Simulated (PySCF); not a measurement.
# One shape, several levels: Si2NH7 ((H3Si)2NH)

Aim: a comparison of 5 runs (HF/def2-SVP, B3LYP/6-31G*, BP86/6-31G*, PBE/pcseg-2) of Si2NH7 ((H3Si)2NH). The job is set up through a Python script.

The calculation is run with PySCF 2.14.0.

## (1) The molecule

The species is Si2NH7 (10 atoms), meant as a singlet with charge 0. Geometry: relaxed at GFN2-xTB.

Bond lengths: Si1–N5 1.732 Å, N5–Si6 1.732 Å, Si1–H2 1.464 Å, Si1–H3 1.461 Å, Si1–H4 1.469 Å, Si6–H7 1.464 Å, Si6–H8 1.461 Å, Si6–H9 1.468 Å, N5–H10 1.008 Å. Some angles: Si1–N5–Si6 128.8°, Si1–N5–H10 114.5°, Si6–N5–H10 114.5°, H2–Si1–N5 105.7°, H3–Si1–N5 107.1°, H4–Si1–N5 111.9°, N5–Si6–H7 105.6°, N5–Si6–H8 107.1°, N5–Si6–H9 111.9°, H2–Si1–H3 112.4°.

## (2) Energy and gradient at HF/def2-SVP (run 1)

Input file run.py:

```python
from pyscf import gto, scf

mol = gto.M(
    atom='''
Si  -0.516810   0.992300   1.098270
H    0.314080   1.825960   1.968100
H   -1.298170   1.783360   0.150960
H   -1.416140   0.160270   1.908070
N    0.589860   0.035240   0.171660
Si   0.270210  -0.966440  -1.204490
H    1.582650  -1.333950  -1.738510
H   -0.509090  -0.166690  -2.146670
H   -0.481680  -2.174200  -0.840610
H    1.465080  -0.155840   0.633240
''',
    verbose=4,
    spin=0,
    basis='def2-svp',
    max_memory=1860,
)

hf = scf.RHF(mol)
hf.conv_tol = 1e-10
hf.kernel()
if not hf.converged:
    hf = hf.newton().run(hf.mo_coeff, hf.mo_occ)

etot = hf.e_tot
print('E = %.10f Eh' % etot)
grad = hf.nuc_grad_method().kernel()
dip = hf.dip_moment()
pop, q = hf.mulliken_pop()
```

On the command line:

```bash
OMP_NUM_THREADS=1 python run.py
```

Output:

```text
PySCF version 2.14.0

[... 64 lines left out ...]
converged SCF energy = -636.200520650718
[... 12 lines left out ...]
Dipole moment(X, Y, Z, Debye):  0.63406, -0.23089,  0.41328
[... 96 lines left out ...]
charge of    9H =      0.17519
```

Wall time 7.8 s (1 thread of Intel Xeon at 2.70GHz, shared host); peak memory 0.17 GiB.

## (3) Energy and gradient at B3LYP/6-31G(d) (spherical functions) (run 2)

Input file run.py:

```python
import pyscf.grad
from pyscf import gto, dft

molecule = gto.M(
    atom='''
Si      -0.516810       0.992300       1.098270
H        0.314080       1.825960       1.968100
H       -1.298170       1.783360       0.150960
H       -1.416140       0.160270       1.908070
N        0.589860       0.035240       0.171660
Si       0.270210      -0.966440      -1.204490
H        1.582650      -1.333950      -1.738510
H       -0.509090      -0.166690      -2.146670
H       -0.481680      -2.174200      -0.840610
H        1.465080      -0.155840       0.633240
''',
    verbose=4,
    basis='6-31g*',
    max_memory=1860,
)

calc0 = dft.RKS(molecule)
calc0.xc = 'b3lyp'
calc0.grids.level = 5
calc0.conv_tol = 1e-10
calc0.kernel()
if not calc0.converged:
    calc0 = calc0.newton().run(calc0.mo_coeff, calc0.mo_occ)

e_tot = calc0.e_tot
print('E = %.10f Eh' % e_tot)
grad = calc0.Gradients().kernel()
calc0.analyze()
```

On the command line:

```bash
OMP_NUM_THREADS=1 python run.py
```

Output:

```text
PySCF version 2.14.0

[... 97 lines left out ...]
MO #1   energy= -66.1185158040906  occ= 2
[... 8 lines left out ...]
MO #10  energy= -3.63782649868029  occ= 2
[... 8 lines left out ...]
MO #19  energy= -0.343323060088077 occ= 2
[... 8 lines left out ...]
MO #28  energy= 0.122135501031041  occ= 0
[... 8 lines left out ...]
MO #37  energy= 0.347219384281965  occ= 0
[... 8 lines left out ...]
MO #46  energy= 0.701588619345971  occ= 0
[... 8 lines left out ...]
MO #55  energy= 1.16563741041137   occ= 0
[... 8 lines left out ...]
MO #64  energy= 2.41438270868909   occ= 0
[... 77 lines left out ...]
Dipole moment(X, Y, Z, Debye):  0.62683, -0.24311,  0.42122
```

Wall time 23 s (1 thread of Intel Xeon at 2.70GHz, shared host); peak memory 0.64 GiB.

Runs 3 to 4 aren't shown in full; the table further down has their settings and results.

## (4) Energy and gradient at PBE/pcseg-2 (run 5)

Input file calc.py:

```python
from pyscf import gto, dft

mol = gto.M(
    atom='''
Si    -0.516810     0.992300     1.098270
H      0.314080     1.825960     1.968100
H     -1.298170     1.783360     0.150960
H     -1.416140     0.160270     1.908070
N      0.589860     0.035240     0.171660
Si     0.270210    -0.966440    -1.204490
H      1.582650    -1.333950    -1.738510
H     -0.509090    -0.166690    -2.146670
H     -0.481680    -2.174200    -0.840610
H      1.465080    -0.155840     0.633240
''',
    charge=0,
    basis='pcseg-2',
    verbose=3,
    max_memory=1860,
)

calc0 = dft.RKS(mol, xc='pbe')
calc0.conv_tol = 1e-10
calc0.grids.level = 5
calc0.kernel()
if not calc0.converged:
    calc0 = calc0.newton().run(calc0.mo_coeff, calc0.mo_occ)

etot = calc0.e_tot
print('Final energy', etot)
grad = calc0.nuc_grad_method().kernel()
dip = calc0.dip_moment()
pop, q = calc0.mulliken_pop()
```

On the command line:

```bash
OMP_NUM_THREADS=1 python calc.py
```

Output:

```text
converged SCF energy = -637.646089720494
Final energy -637.6460897204936
[... 8 lines left out ...]
Dipole moment(X, Y, Z, Debye):  0.63703, -0.19110,  0.38047
[... 207 lines left out ...]
charge of    9H =      0.16160
```

It took 2.4 min on 1 thread of Intel Xeon at 2.70GHz, shared host; peak memory 3 GiB.

## (5) The series

```tsv
run	level	integration grid	Cartesian functions	energy (Eh)	dipole moment (D)	HOMO energy (eV)	LUMO energy (eV)	wall time
1	HF/def2-SVP	–	no	-636.200521	0.79	-10.67	3.69	7.8 s
2	B3LYP/6-31G* (spherical functions)	5	no	-637.970208	0.79	-6.87	0.22	23 s
3	BP86/6-31G* (spherical functions)	5	no	-637.972732	0.83	-5.87	-0.48	23 s
4	B3LYP/6-31G* (Cartesian functions)	5	yes	-637.974742	0.79	-6.87	0.19	26 s
5	PBE/pcseg-2	5	no	-637.646090	0.77	-6.10	-1.03	2.4 min
```

## (6) Results

| quantity | value |
| --- | --- |
| run 5: total energy | -637.64609 Eh |
| run 5: dipole moment | 0.77 D |
| run 5: HOMO energy | -6.10 eV |
| run 5: LUMO energy | -1.03 eV |
| run 5: HOMO–LUMO gap | 5.07 eV |
| run 5: largest force on an atom | 0.651 eV/Å |

In words: The dipole moment (its size) runs from 0.77 D (PBE/pcseg-2) to 0.83 D (BP86/6-31G*). The two ends differ in method and basis. The HOMO–LUMO gap runs from 5.07 eV (PBE/pcseg-2) to 14.36 eV (HF/def2-SVP). Totals of different functionals can't be ranked against each other. All runs together took 3.7 min, the longest 2.4 min.
